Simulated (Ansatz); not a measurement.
We consider CaB6-type CaB6, described by r²SCAN+rVV10 (PAW; Ansatz, a program for electronic structure).

The input as run:

Ansatz 0.2 input:
```yaml
crystal:
  lattice:
    - [4.1316933069, 0.0, 0.0]
    - [0.0, 4.1316933069, 0.0]
    - [0.0, 0.0, 4.1316933069]
  atoms:
    - { symbol: Ca, position: [0.0, 0.0, 0.0] }
    - { symbol: B, position: [0.7982890452, 0.5, 0.5] }
    - { symbol: B, position: [0.5, 0.2017109548, 0.5] }
    - { symbol: B, position: [0.5, 0.7982890452, 0.5] }
    - { symbol: B, position: [0.2017109548, 0.5, 0.5] }
    - { symbol: B, position: [0.5, 0.5, 0.7982890452] }
    - { symbol: B, position: [0.5, 0.5, 0.2017109548] }
basis:
  ecutwfc: 560
  ecutrho_ratio: 4
  xc_grid: 3
kpoints:
  mp_grid: { grid: [8, 8, 8] }
  band_path:
    path:
      - [0.0, 0.0, 0.0]
      - [0.0, 0.071429, 0.0]
      - [0.0, 0.142857, 0.0]
      - [0.0, 0.214286, 0.0]
      - [0.0, 0.285714, 0.0]
      - [0.0, 0.357143, 0.0]
      - [0.0, 0.428571, 0.0]
      - [0.0, 0.5, 0.0]
      - [0.071429, 0.5, 0.0]
      - [0.142857, 0.5, 0.0]
      - [0.214286, 0.5, 0.0]
      - [0.285714, 0.5, 0.0]
      - [0.357143, 0.5, 0.0]
      - [0.428571, 0.5, 0.0]
      - [0.5, 0.5, 0.0]
      - [0.45, 0.45, 0.0]
      - [0.4, 0.4, 0.0]
      - [0.35, 0.35, 0.0]
      - [0.3, 0.3, 0.0]
      - [0.25, 0.25, 0.0]
      - [0.2, 0.2, 0.0]
      - [0.15, 0.15, 0.0]
      - [0.1, 0.1, 0.0]
      - [0.05, 0.05, 0.0]
      - [0.038462, 0.038462, 0.038462]
      - [0.076923, 0.076923, 0.076923]
      - [0.115385, 0.115385, 0.115385]
      - [0.153846, 0.153846, 0.153846]
      - [0.192308, 0.192308, 0.192308]
      - [0.230769, 0.230769, 0.230769]
      - [0.269231, 0.269231, 0.269231]
      - [0.307692, 0.307692, 0.307692]
      - [0.346154, 0.346154, 0.346154]
      - [0.384615, 0.384615, 0.384615]
      - [0.423077, 0.423077, 0.423077]
      - [0.461538, 0.461538, 0.461538]
      - [0.5, 0.5, 0.5]
      - [0.45, 0.5, 0.45]
      - [0.4, 0.5, 0.4]
      - [0.35, 0.5, 0.35]
      - [0.3, 0.5, 0.3]
      - [0.25, 0.5, 0.25]
      - [0.2, 0.5, 0.2]
      - [0.15, 0.5, 0.15]
      - [0.1, 0.5, 0.1]
      - [0.05, 0.5, 0.05]
      - [0.5, 0.5, 0.428571]
      - [0.5, 0.5, 0.357143]
      - [0.5, 0.5, 0.285714]
      - [0.5, 0.5, 0.214286]
      - [0.5, 0.5, 0.142857]
      - [0.5, 0.5, 0.071429]
    npoints: 1
hamiltonian:
  xc: r2scan
  dispersion: rvv10
  pseudopotentials: { kind: paw }
scf:
  occupations: { method: fermi_dirac, width: 0.01 }
  convergence: { dr2_threshold: 0.0000000007 }
output:
  forces: true
  stress: true
  eigenvalues: true
  write_bands: true
```

Output (set-up and result lines):

```
Crystal: 7 atoms, lattice volume = 70.532 Å³
Basis set: ecut = 560 eV, 2103 PW (Γ), exchange–correlation on 96×96×96 points (27 copies of the dense FFT grid, shifted against one another)
Bands: 21, of which v1, the nominal top of the filled ones, is band 14 counted from 1 (13 counted from 0)
Symmetry: 48 space group operations
Space group: Pm-3m (ITA 221), of the structure as read, at distance tolerance 4.1e-5 Å
k-points: 35 of 512
Functional: x = r2scan, c = r2scan + rvv10(b = 11.95, C = 0.0093); τ floored in thin density (d = 2e-4 eV/Å³)
SCF iter   1: F=—  HF=-2762.801949 eV  |F-HF|=—  |Δ(HF+E_count)|=         —  Δρ=5.49e-3  dr2=1.29e-2  dr2_τ=9.04e-1
SCF iter   2: F=—  HF=-2762.912831 eV  |F-HF|=—  |Δ(HF+E_count)|=   1.11e-1  Δρ=3.82e-3  dr2=6.15e-3  dr2_τ=1.21e-4
  ...
SCF iter   6: F=—  HF=-2762.912411 eV  |F-HF|=—  |Δ(HF+E_count)|=   1.33e-6  Δρ=3.27e-6  dr2=8.71e-9  dr2_τ=3.40e-10
SCF iter   7: F=-2762.912411 eV  HF=-2762.912411 eV  |F-HF|=8.37e-11  |Δ(HF+E_count)|=   3.94e-9  Δρ=1.12e-6  dr2=5.35e-10  dr2_τ=3.83e-11
SCF 1 converged in 7 iterations: F = -2762.912411 eV  dr2 = 5.35e-10
SCF converged after 7 iterations
Free energy (F): -2762.912411 eV
Internal energy: -2762.912363 eV  (E = F + TS)
E sigma→0 (E₀):  -2762.912387 eV
Fermi energy:    8.505862 eV
--- Forces (eV/Å), atoms counted from 1 ---
  atom   1  Ca    -0.00000000     0.00000000     0.00000000
  atom   2  B     -0.00376597    -0.00000000     0.00000000
  atom   3  B     -0.00000000     0.00376597     0.00000000
  atom   4  B      0.00000000    -0.00376597     0.00000000
  atom   5  B      0.00376597     0.00000000     0.00000000
  atom   6  B      0.00000000     0.00000000    -0.00376597
  atom   7  B      0.00000000     0.00000000     0.00376597
--- Stress (GPa, compression-positive) ---
       -0.000132      -0.000000       0.000000
        0.000000      -0.000132       0.000000
        0.000000       0.000000      -0.000132
  P = ⅓ Tr σ = -0.0001 GPa (-0.001 kbar)
```

The PAW data were made under PBE.
